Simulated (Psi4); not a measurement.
Psi4 input (wB97X-D/6-31G*):

```
memory 1500 MB

molecule {
0 3
S    -0.00000000   -0.00000000   -0.95184987
S     0.00000000    0.00000000    0.95184987
symmetry c1
no_reorient
no_com
}

set {
  basis 6-31G*
  reference uks
  scf_type pk
  dft_radial_points 99
  dft_spherical_points 590
  e_convergence 1e-8
  d_convergence 1e-7
  maxiter 150
}

e = energy('wb97x-d')
print_out(f'\nFINAL {e:.10f} DIPOLE {variable("CURRENT DIPOLE")[0]:.6f} {variable("CURRENT DIPOLE")[1]:.6f} {variable("CURRENT DIPOLE")[2]:.6f}\n')
```

From the last part of the output:

```
    Beta Occupied:

       1A    -89.090432     2A    -89.090416     3A     -8.111410
       4A     -8.111251     5A     -6.061208     6A     -6.060511
       7A     -6.052017     8A     -6.052017     9A     -6.051995
      10A     -6.051995    11A     -0.919201    12A     -0.669748
      13A     -0.461160    14A     -0.408783    15A     -0.408783

    Beta Virtual:

      16A     -0.074916    17A     -0.074916    18A      0.081657
      19A      0.293456    20A      0.373209    21A      0.423232
      22A      0.423837    23A      0.423837    24A      0.478128
      25A      0.478128    26A      0.573773    27A      0.679079
      28A      0.679079    29A      0.820128    30A      0.820129
      31A      0.872807    32A      0.890496    33A      0.890498
      34A      1.057322    35A      1.057322    36A      1.389567
      37A      3.870336    38A      4.038652

    Final Occupation by Irrep:
              A
    DOCC [    15 ]
    SOCC [     2 ]
    NA   [    17 ]
    NB   [    15 ]

  @UKS Final Energy:  -796.31581217010330

   => Energetics <=

    Nuclear Repulsion Energy =             71.1610991403087496
    One-Electron Energy =               -1240.9643155752569328
    Two-Electron Energy =                 410.9812331502545248
    DFT Exchange-Correlation Energy =     -37.4938209304937828
    Empirical Dispersion Energy =          -0.0000079549159292
    VV10 Nonlocal Energy =                  0.0000000000000000
    Total Energy =                       -796.3158121701032996

  UHF NO Occupations:
  HONO-2 :   15  A 1.9988809
  HONO-1 :   16  A 1.0000000
  HONO-0 :   17  A 1.0000000
  LUNO+0 :   18  A 0.0011191
  LUNO+1 :   19  A 0.0011191
  LUNO+2 :   20  A 0.0005721
  LUNO+3 :   21  A 0.0003340

Computation Completed

Properties will be evaluated at   0.000000,   0.000000,   0.000000 [a0]

Properties computed using the SCF density matrix

 Multipole Moments:

 ------------------------------------------------------------------------------------
     Multipole            Electronic (a.u.)      Nuclear  (a.u.)        Total (a.u.)
 ------------------------------------------------------------------------------------

 L = 1.  Multiply by 2.5417464519 to convert [e a0] to [Debye]
 Dipole X            :         -0.0000000            0.0000000           -0.0000000
 Dipole Y            :         -0.0000000            0.0000000           -0.0000000
 Dipole Z            :          0.0000000            0.0000000            0.0000000
 Magnitude           :                                                    0.0000000

 ------------------------------------------------------------------------------------

FINAL -796.3158121701 DIPOLE -0.000000 -0.000000 0.000000

*** Psi4 exiting successfully. Buy a developer a beer!
```
